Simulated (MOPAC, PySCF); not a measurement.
Breaking a bond: SMILES C#N. The C1–H3 bond (C1 also carries N; H3 carries nothing else) is varied alone, starting from the PBE0/def2-TZVP optimised geometry. Each curve is given relative to its own lowest point near equilibrium.

```csv
R / Å,A,B,C
0.79,2.775,2.692,2.198
0.85,1.502,1.403,1.237
0.92,0.608,0.518,0.516
0.97,0.249,0.180,0.212
1.01,0.086,0.042,0.072
1.03,0.039,0.008,0.031
1.07,0.000,0.000,0.000
1.10,0.013,0.038,0.015
1.14,0.074,0.136,0.077
1.19,0.209,0.319,0.209
1.24,0.391,0.552,0.388
1.33,0.797,1.053,0.788
1.44,1.365,1.743,1.369
1.59,2.164,2.717,2.278
1.74,2.913,3.661,3.281
1.91,3.645,4.654,4.414
2.12,4.349,5.746,5.634
2.34,4.852,6.729,6.672
2.59,5.191,7.662,7.617
2.88,5.384,8.532,8.438
3.22,5.473,9.314,9.107
3.77,5.510,10.172,10.204
```

Energies in eV.

Q: Match the curves with the methods CASSCF(2,2)/cc-pVTZ (PySCF); PM3, restricted, heats of formation (MOPAC); restricted Hartree-Fock/LANL2DZ (PySCF).

A: A is CASSCF(2,2); B is RHF/LANL2DZ; C is PM3.

The restricted form behind RHF/LANL2DZ, PM3 keeps the bonding electrons paired and can't separate into open-shell fragments.
